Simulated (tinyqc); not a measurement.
Worked calculation: RKS/BP86 in the sto-6g basis, for OH-, spin multiplicity 1. The basis has no diffuse functions, so it cannot describe the extra electron: this is an exercise in the method, not the real anion. Computed by tinyqc, a small Python program that keeps every step (integrals from PySCF). Settings: charge = -1, multiplicity = 1, basis = sto-6g, energy threshold = 1e-10, iteration cap = 66, orthogonalisation = symmetric, start = core, DIIS depth = 8, method = RKS, functional = b88,p86, grid = [20, 50]. Command: `OMP_NUM_THREADS=1 python tinyqc.py 23940 23941 out.jsonl` (the two numbers bound the seeds that draw the settings). One thread of a shared host (Intel(R) Xeon(R) Processor @ 2.60GHz), about 0.6 s of CPU time with the checks. Later iterations appear only in the table of the cycle.

## One-electron integrals

Geometry (angstrom):
```
atom        x        y        z
O     0.00000  0.00000  0.00000
H     0.00000  0.00000  1.45800
```

Basis sto-6g: exponents (1/bohr^2) and contraction coefficients of normalised primitives:
```
element  l (shell)    exponent  coefficient
O            s (1)  1355.58423      0.00916
O            s (1)   248.54489      0.04936
O            s (1)    69.53390      0.16854
O            s (1)    23.88677      0.37056
O            s (1)     9.27593      0.41649
O            s (1)     3.82034      0.13033
O            s (2)    52.18776     -0.01325
O            s (2)    10.32932     -0.04699
O            s (2)     3.21034     -0.03379
O            s (2)     1.23514      0.25024
O            s (2)     0.53642      0.59512
O            s (2)     0.24588      0.24071
O            p (3)    52.18776      0.00376
O            p (3)    10.32932      0.03768
O            p (3)     3.21034      0.17390
O            p (3)     1.23514      0.41804
O            p (3)     0.53642      0.42586
O            p (3)     0.24588      0.10171
H            s (1)    35.52322      0.00916
H            s (1)     6.51314      0.04936
H            s (1)     1.82214      0.16854
H            s (1)     0.62596      0.37056
H            s (1)     0.24308      0.41649
H            s (1)     0.10011      0.13033
```

Overlap, kinetic and nuclear-attraction integrals over the contracted functions; the nuclear repulsion is the sum of Za Zb / Rab.

nuclear repulsion = 2.9035787 hartree

overlap S, lower triangle:
```
          1O 1s    1O 2s   1O 2px   1O 2py   1O 2pz    2H 1s
1O 1s   1.00000
1O 2s   0.23114  1.00000
1O 2px  0.00000  0.00000  1.00000
1O 2py  0.00000  0.00000  0.00000  1.00000
1O 2pz  0.00000  0.00000  0.00000  0.00000  1.00000
2H 1s   0.01743  0.21728  0.00000  0.00000  0.21055  1.00000
```

kinetic energy T (hartree), lower triangle:
```
           1O 1s     1O 2s   1O 2px   1O 2py   1O 2pz    2H 1s
1O 1s   29.32720
1O 2s   -0.89602   0.84262
1O 2px   0.00000   0.00000  2.53131
1O 2py   0.00000   0.00000  0.00000  2.53131
1O 2pz   0.00000   0.00000  0.00000  0.00000  2.53131
2H 1s   -0.00532  -0.00256  0.00000  0.00000  0.04598  0.76852
```

nuclear attraction V (hartree), lower triangle:
```
            1O 1s     1O 2s    1O 2px    1O 2py    1O 2pz     2H 1s
1O 1s   -61.62126
1O 2s    -6.23517  -9.36310
1O 2px    0.00000   0.00000  -9.34873
1O 2py    0.00000   0.00000   0.00000  -9.34873
1O 2pz   -0.00708  -0.08417   0.00000   0.00000  -9.39063
2H 1s    -0.53593  -1.41094   0.00000   0.00000  -1.19692  -4.12931
```

core Hamiltonian H = T + V (hartree), lower triangle:
```
            1O 1s     1O 2s    1O 2px    1O 2py    1O 2pz     2H 1s
1O 1s   -32.29407
1O 2s    -7.13120  -8.52048
1O 2px    0.00000   0.00000  -6.81742
1O 2py    0.00000   0.00000   0.00000  -6.81742
1O 2pz   -0.00708  -0.08417   0.00000   0.00000  -6.85932
2H 1s    -0.54125  -1.41351   0.00000   0.00000  -1.15094  -3.36079
```

## Two-electron integrals

Functions are numbered as in S; the eight-fold symmetry (ij|kl) = (ji|kl) = (kl|ij) leaves the list below.

Two-electron integrals (ij|kl) in chemists' order, unique and non-zero (hartree):
```
(11|11) 4.78749   (21|11) 0.67588   (21|21) 0.12150   (22|11) 1.11738
(22|21) 0.24921   (22|22) 0.81738   (31|31) 0.02576   (32|31) 0.03914
(32|32) 0.18066   (33|11) 1.11738   (33|21) 0.24921   (33|22) 0.81738
(33|33) 0.88066   (41|41) 0.02576   (42|41) 0.03914   (42|42) 0.18066
(43|43) 0.04746   (44|11) 1.11738   (44|21) 0.24921   (44|22) 0.81738
(44|33) 0.78574   (44|44) 0.88066   (51|51) 0.02576   (52|51) 0.03914
(52|52) 0.18066   (53|53) 0.04746   (54|54) 0.04746   (55|11) 1.11738
(55|21) 0.24921   (55|22) 0.81738   (55|33) 0.78574   (55|44) 0.78574
(55|55) 0.88066   (61|11) 0.05403   (61|21) 0.00933   (61|22) 0.01876
(61|33) 0.01872   (61|44) 0.01872   (61|51) 0.00046   (61|52) 0.00090
(61|55) 0.01884   (61|61) 0.00073   (62|11) 0.15910   (62|21) 0.03612
(62|22) 0.13484   (62|33) 0.13249   (62|44) 0.13249   (62|51) 0.00289
(62|52) 0.02308   (62|55) 0.13954   (62|61) 0.00280   (62|62) 0.03038
(63|31) 0.00362   (63|32) 0.02161   (63|53) 0.00456   (63|63) 0.00383
(64|41) 0.00362   (64|42) 0.02161   (64|54) 0.00456   (64|64) 0.00383
(65|11) 0.12855   (65|21) 0.02954   (65|22) 0.11737   (65|33) 0.11252
(65|44) 0.11252   (65|51) 0.00557   (65|52) 0.03955   (65|55) 0.12708
(65|61) 0.00237   (65|62) 0.03208   (65|65) 0.03719   (66|11) 0.36115
(66|21) 0.08342   (66|22) 0.35755   (66|33) 0.34633   (66|44) 0.34633
(66|51) 0.00681   (66|52) 0.07730   (66|55) 0.37999   (66|61) 0.00648
(66|62) 0.11312   (66|65) 0.13524   (66|66) 0.77500
```

## Orthogonalisation

S = U s U^T; symmetric (Loewdin) form X = U s^(-1/2) U^T, so that X^T S X = 1.

eigenvalues of S: 0.65273  0.85465  1.00000  1.00000  1.12907  1.36355

X, lower triangle:
```
           1O 1s     1O 2s   1O 2px   1O 2py    1O 2pz    2H 1s
1O 1s    1.02116
1O 2s   -0.12192   1.04081
1O 2px   0.00000   0.00000  1.00000
1O 2py   0.00000   0.00000  0.00000  1.00000
1O 2pz  -0.00219   0.01887  0.00000  0.00000   1.01784
2H 1s    0.01146  -0.11781  0.00000  0.00000  -0.11183  1.03713
```

## Starting guess

The start is the orbitals of the core Hamiltonian; D = 2 C_occ C_occ^T.

D at the start, lower triangle:
```
           1O 1s     1O 2s   1O 2px   1O 2py    1O 2pz    2H 1s
1O 1s    2.11490
1O 2s   -0.49989   2.17350
1O 2px   0.00000   0.00000  2.00000
1O 2py   0.00000   0.00000  0.00000  2.00000
1O 2pz  -0.01137   0.06216  0.00000  0.00000   2.06265
2H 1s    0.03924  -0.16261  0.00000  0.00000  -0.18789  0.02846
```

## Iteration 1: exchange-correlation on the grid

Becke grid with 20 radial and 50 angular points per atom, points of zero weight dropped. rho = sum D_ij phi_i phi_j; V_xc,ij = sum w v_xc phi_i phi_j plus the gradient terms; v_xc is d(rho eps)/d rho at fixed gradient.

The 16 grid points with the largest w rho, of 1989 (bohr, atomic units):
```
x                y         z        w      rho  |grad rho|^2    eps_xc      v_xc
0.00000    0.73898   0.73898  0.09374  0.49829       1.69648  -0.66727  -0.83061
0.00000   -0.73898   0.73898  0.09374  0.49829       1.69648  -0.66727  -0.83061
0.73898    0.00000   0.73898  0.09374  0.49829       1.69648  -0.66727  -0.83061
-0.73898   0.00000   0.73898  0.09374  0.49829       1.69648  -0.66727  -0.83061
0.73898   -0.73898   0.00000  0.09469  0.49221       1.61162  -0.66437  -0.82785
0.73898    0.73898   0.00000  0.09469  0.49221       1.61162  -0.66437  -0.82785
-0.73898  -0.73898   0.00000  0.09469  0.49221       1.61162  -0.66437  -0.82785
-0.73898   0.73898   0.00000  0.09469  0.49221       1.61162  -0.66437  -0.82785
0.00000   -0.73898  -0.73898  0.09470  0.49062       1.59796  -0.66370  -0.82701
0.00000    0.73898  -0.73898  0.09470  0.49062       1.59796  -0.66370  -0.82701
0.73898    0.00000  -0.73898  0.09470  0.49062       1.59796  -0.66370  -0.82701
-0.73898   0.00000  -0.73898  0.09470  0.49062       1.59796  -0.66370  -0.82701
-0.60338   0.60338   0.60338  0.08808  0.49757       1.67383  -0.66680  -0.83044
0.60338    0.60338   0.60338  0.08808  0.49757       1.67383  -0.66680  -0.83044
0.60338   -0.60338   0.60338  0.08808  0.49757       1.67383  -0.66680  -0.83044
-0.60338  -0.60338   0.60338  0.08808  0.49757       1.67383  -0.66680  -0.83044
```

electrons on the grid, sum of w rho = 10.00023

E_xc = sum of w rho eps_xc = -10.2003883 hartree

V_xc (hartree), lower triangle:
```
           1O 1s     1O 2s    1O 2px    1O 2py    1O 2pz     2H 1s
1O 1s   -3.13453
1O 2s   -0.38711  -0.84256
1O 2px   0.00000   0.00000  -0.84272
1O 2py   0.00000   0.00000   0.00000  -0.84272
1O 2pz  -0.00038  -0.00037   0.00000   0.00000  -0.84219
2H 1s   -0.03210  -0.11275   0.00000   0.00000  -0.08614  -0.15824
```

## Iteration 1: building the Kohn-Sham matrix

J_ij = sum D_kl (ij|kl); F = H + J + V_xc; E = tr D H + tr D J / 2 + E_xc + E_nn.

Coulomb J (hartree), lower triangle:
```
           1O 1s    1O 2s   1O 2px   1O 2py   1O 2pz    2H 1s
1O 1s   18.56671
1O 2s    3.34076  8.76976
1O 2px   0.00000  0.00000  8.77004
1O 2py   0.00000  0.00000  0.00000  8.77004
1O 2pz   0.00148  0.00147  0.00000  0.00000  8.76919
2H 1s    0.25801  1.39551  0.00000  0.00000  1.19404  3.57103
```

Kohn-Sham matrix F (hartree), lower triangle:
```
            1O 1s     1O 2s   1O 2px   1O 2py    1O 2pz    2H 1s
1O 1s   -16.86188
1O 2s    -4.17755  -0.59328
1O 2px    0.00000   0.00000  1.10990
1O 2py    0.00000   0.00000  0.00000  1.10990
1O 2pz   -0.00598  -0.08306  0.00000  0.00000   1.06768
2H 1s    -0.31534  -0.13075  0.00000  0.00000  -0.04304  0.05200
```

total energy of this density = -73.9718414 hartree

## Iteration 1: diagonalisation and new density

Diagonalise F' = X^T F X, C = X C', fill 5 alpha and 5 beta electrons from the bottom; D = 2 C_occ C_occ^T. Each column has its largest component positive (the first on a tie).

F' = X^T F X (hartree), lower triangle:
```
           1         2        3        4         5        6
1  -16.55858
2   -2.29241   0.18798
3    0.00000   0.00000  1.10990
4    0.00000   0.00000  0.00000  1.10990
5   -0.00723  -0.04674  0.00000  0.00000   1.11385
6   -0.01413  -0.11642  0.00000  0.00000  -0.16687  0.10238
```

orbital energies (hartree): MO1 -16.86677, MO2 0.04411, MO3 0.52649, MO4 1.10990, MO5 1.10990, MO6 1.14180

coefficients C:
```
             MO1       MO2       MO3      MO4       MO5       MO6
1O 1s    0.99583  -0.05683  -0.25065  0.00000   0.00000   0.00647
1O 2s    0.01764   0.15830   1.04257  0.00000   0.00000  -0.00759
1O 2px   0.00000   0.00000   0.00000  0.99966  -0.02625   0.00000
1O 2py   0.00000   0.00000   0.00000  0.02625   0.99966   0.00000
1O 2pz   0.00093   0.06061   0.04836  0.00000   0.00000   1.02120
2H 1s   -0.00261   0.94091  -0.38291  0.00000   0.00000  -0.26495
```

D after iteration 1, lower triangle:
```
           1O 1s     1O 2s   1O 2px   1O 2py   1O 2pz    2H 1s
1O 1s    2.11545
1O 2s   -0.50549   2.22465
1O 2px   0.00000   0.00000  2.00000
1O 2py   0.00000   0.00000  0.00000  2.00000
1O 2pz  -0.02929   0.12006  0.00000  0.00000  0.01203
2H 1s    0.07981  -0.50063  0.00000  0.00000  0.07703  2.06389
```

Within a degenerate level the vectors are fixed only up to a rotation; this is one choice.

## Iteration 2: exchange-correlation on the grid

As before.

The 16 grid points with the largest w rho, of 1989 (bohr, atomic units):
```
x                y         z        w      rho  |grad rho|^2    eps_xc      v_xc
0.73898    0.73898   0.00000  0.09469  0.49278       1.61933  -0.66464  -0.82811
0.73898   -0.73898   0.00000  0.09469  0.49278       1.61933  -0.66464  -0.82811
-0.73898   0.73898   0.00000  0.09469  0.49278       1.61933  -0.66464  -0.82811
-0.73898  -0.73898   0.00000  0.09469  0.49278       1.61933  -0.66464  -0.82811
-0.31510  -0.94531   0.31510  0.08456  0.46678       1.48509  -0.65440  -0.81306
-0.94531  -0.31510   0.31510  0.08456  0.46678       1.48509  -0.65440  -0.81306
-0.94531   0.31510   0.31510  0.08456  0.46678       1.48509  -0.65440  -0.81306
-0.31510   0.94531   0.31510  0.08456  0.46678       1.48509  -0.65440  -0.81306
0.31510   -0.94531   0.31510  0.08456  0.46678       1.48509  -0.65440  -0.81306
0.31510    0.94531   0.31510  0.08456  0.46678       1.48509  -0.65440  -0.81306
0.94531   -0.31510   0.31510  0.08456  0.46678       1.48509  -0.65440  -0.81306
0.94531    0.31510   0.31510  0.08456  0.46678       1.48509  -0.65440  -0.81306
0.94531    0.31510  -0.31510  0.08462  0.45317       1.41412  -0.64887  -0.80498
0.31510    0.94531  -0.31510  0.08462  0.45317       1.41412  -0.64887  -0.80498
0.94531   -0.31510  -0.31510  0.08462  0.45317       1.41412  -0.64887  -0.80498
0.31510   -0.94531  -0.31510  0.08462  0.45317       1.41412  -0.64887  -0.80498
```

electrons on the grid, sum of w rho = 10.00000

E_xc = sum of w rho eps_xc = -9.4897036 hartree

V_xc (hartree), lower triangle:
```
           1O 1s     1O 2s    1O 2px    1O 2py    1O 2pz     2H 1s
1O 1s   -3.11902
1O 2s   -0.37164  -0.76782
1O 2px   0.00000   0.00000  -0.80548
1O 2py   0.00000   0.00000   0.00000  -0.80548
1O 2pz  -0.00171  -0.01699   0.00000   0.00000  -0.69243
2H 1s   -0.03095  -0.12290   0.00000   0.00000  -0.10907  -0.53386
```

## Iteration 2: building the Kohn-Sham matrix

As before.

Coulomb J (hartree), lower triangle:
```
           1O 1s    1O 2s   1O 2px   1O 2py   1O 2pz    2H 1s
1O 1s   17.02763
1O 2s    3.00327  7.83358
1O 2px   0.00000  0.00000  7.87492
1O 2py   0.00000  0.00000  0.00000  7.87492
1O 2pz   0.01997  0.18375  0.00000  0.00000  7.75089
2H 1s    0.23297  1.34546  0.00000  0.00000  1.21706  4.39124
```

Kohn-Sham matrix F (hartree), lower triangle:
```
            1O 1s     1O 2s   1O 2px   1O 2py    1O 2pz    2H 1s
1O 1s   -18.38545
1O 2s    -4.49957  -1.45472
1O 2px    0.00000   0.00000  0.25201
1O 2py    0.00000   0.00000  0.00000  0.25201
1O 2pz    0.01117   0.08260  0.00000  0.00000   0.19913
2H 1s    -0.33923  -0.19095  0.00000  0.00000  -0.04295  0.49659
```

total energy of this density = -74.8107684 hartree

## Iteration 2: DIIS over 2 matrices

error matrix X^T (FDS - SDF) X:
```
          1         2        3        4         5         6
1   0.00000   0.00150  0.00000  0.00000   0.00215  -0.00222
2  -0.00150   0.00000  0.00000  0.00000  -0.30531   0.06294
3   0.00000   0.00000  0.00000  0.00000   0.00000   0.00000
4   0.00000   0.00000  0.00000  0.00000   0.00000   0.00000
5  -0.00215   0.30531  0.00000  0.00000   0.00000  -0.36105
6   0.00222  -0.06294  0.00000  0.00000   0.36105   0.00000
```

B (overlaps of the stored error matrices):
```
                1               2
1   4.1457727e-01  -2.4120188e-01
2  -2.4120188e-01   4.5508058e-01
```

Minimise |sum c_i e_i|^2 with sum c_i = 1: solve [B -1; -1 0][c; lambda] = [0; -1] with B_ij = tr e_i^T e_j, and take F = sum c_i F_i.

DIIS coefficients: 0.51498  0.48502

extrapolated F (hartree), lower triangle:
```
            1O 1s     1O 2s   1O 2px   1O 2py    1O 2pz    2H 1s
1O 1s   -17.60085
1O 2s    -4.33374  -1.01109
1O 2px    0.00000   0.00000  0.69381
1O 2py    0.00000   0.00000  0.00000  0.69381
1O 2pz    0.00234  -0.00271  0.00000  0.00000   0.64642
2H 1s    -0.32693  -0.15995  0.00000  0.00000  -0.04300  0.26763
```

## Iteration 2: diagonalisation and new density

As before.

F' = X^T F X (hartree), lower triangle:
```
           1         2        3        4         5        6
1  -17.29662
2   -2.31554  -0.22320
3    0.00000   0.00000  0.69381
4    0.00000   0.00000  0.00000  0.69381
5   -0.00741   0.02774  0.00000  0.00000   0.68313
6   -0.01569  -0.13357  0.00000  0.00000  -0.15363  0.33252
```

orbital energies (hartree): MO1 -17.60515, MO2 0.02726, MO3 0.32455, MO4 0.69381, MO5 0.69381, MO6 0.74918

coefficients C:
```
             MO1       MO2       MO3       MO4      MO5       MO6
1O 1s    0.99613  -0.22813   0.11062   0.00000  0.00000  -0.03471
1O 2s    0.01638   0.90263  -0.51478   0.00000  0.00000   0.17993
1O 2px   0.00000   0.00000   0.00000   0.99776  0.06685   0.00000
1O 2py   0.00000   0.00000   0.00000  -0.06685  0.99776   0.00000
1O 2pz   0.00034   0.02986   0.29360   0.00000  0.00000   0.98070
2H 1s   -0.00231   0.31818   0.86371   0.00000  0.00000  -0.50489
```

D after iteration 2, lower triangle:
```
           1O 1s     1O 2s   1O 2px   1O 2py   1O 2pz    2H 1s
1O 1s    2.11312
1O 2s   -0.49310   2.16002
1O 2px   0.00000   0.00000  2.00000
1O 2py   0.00000   0.00000  0.00000  2.00000
1O 2pz   0.05201  -0.24836  0.00000  0.00000  0.17419
2H 1s    0.04133  -0.31492  0.00000  0.00000  0.52617  1.69447
```

Within a degenerate level the vectors are fixed only up to a rotation; this is one choice.

## Iteration 12 (converged): orbitals

converged F (hartree), lower triangle:
```
            1O 1s     1O 2s   1O 2px   1O 2py    1O 2pz    2H 1s
1O 1s   -17.97540
1O 2s    -4.41188  -1.20929
1O 2px    0.00000   0.00000  0.49871
1O 2py    0.00000   0.00000  0.00000  0.49871
1O 2pz   -0.00685  -0.01943  0.00000  0.00000   0.44203
2H 1s    -0.33303  -0.18427  0.00000  0.00000  -0.06112  0.26579
```

As before.

F' = X^T F X (hartree), lower triangle:
```
           1         2        3        4         5        6
1  -17.67073
2   -2.32797  -0.41847
3    0.00000   0.00000  0.49871
4    0.00000   0.00000  0.00000  0.49871
5   -0.01452   0.00859  0.00000  0.00000   0.47492
6   -0.01595  -0.13470  0.00000  0.00000  -0.14794  0.33498
```

orbital energies (hartree): MO1 -17.97941, MO2 -0.14723, MO3 0.26918, MO4 0.49871, MO5 0.49871, MO6 0.57816

coefficients C:
```
             MO1       MO2       MO3       MO4      MO5       MO6
1O 1s    0.99629  -0.24226   0.07072   0.00000  0.00000  -0.03837
1O 2s    0.01572   0.97384  -0.34757   0.00000  0.00000   0.20728
1O 2px   0.00000   0.00000   0.00000   0.99980  0.02024   0.00000
1O 2py   0.00000   0.00000   0.00000  -0.02024  0.99980   0.00000
1O 2pz   0.00085   0.03789   0.49123   0.00000  0.00000   0.89784
2H 1s   -0.00230   0.16798   0.77404   0.00000  0.00000  -0.68904
```

D after iteration 12, lower triangle:
```
           1O 1s     1O 2s   1O 2px   1O 2py   1O 2pz    2H 1s
1O 1s    2.11259
1O 2s   -0.48968   2.13884
1O 2px   0.00000   0.00000  2.00000
1O 2py   0.00000   0.00000  0.00000  2.00000
1O 2pz   0.05282  -0.26765  0.00000  0.00000  0.48549
2H 1s    0.02350  -0.21096  0.00000  0.00000  0.77319  1.25473
```

Within a degenerate level the vectors are fixed only up to a rotation; this is one choice.

## Convergence

Stop when the energy changes by less than 1e-10 hartree and every element of the error matrix X^T (F D S - S D F) X is below 3e-06.

Course of the cycle:
```
iteration  E (hartree)     change  largest element of the error matrix
1          -73.9718414          -                             3.69e-01
2          -74.8107684  -8.39e-01                             3.61e-01
3          -75.0324818  -2.22e-01                             3.24e-01
4          -75.0152990   1.72e-02                             3.34e-01
5          -75.0719668  -5.67e-02                             2.39e-01
6          -75.1042746  -3.23e-02                             1.01e-01
7          -75.1083017  -4.03e-03                             5.71e-02
8          -75.1100826  -1.78e-03                             2.74e-03
9          -75.1100865  -3.89e-06                             4.16e-04
10         -75.1100865  -8.28e-08                             1.29e-04
11         -75.1100866  -8.82e-09                             1.40e-06
12         -75.1100866  -9.09e-13                             4.49e-07
```

PySCF RKS in the same basis, fine grid = -75.1087537 hartree

Converged in 12 iterations. The coarse grid moves the energy by -1.33e-03 hartree.

## Populations, bond orders and dipole

Mulliken: Z minus the diagonal of D S on the atom; Loewdin: the same with S^(1/2) D S^(1/2); Mayer order: 2 sum_s sum (D(s) S)_ij (D(s) S)_ji over the two atoms.

Charges (e):
```
atom  Mulliken   Loewdin
1O    -0.62790  -0.63280
2H    -0.37210  -0.36720
```

Mayer bond orders:
```
pair    order
2-1   0.86154
```

dipole moment about the origin, x y z (debye): 0.00000  0.00000  -2.14026
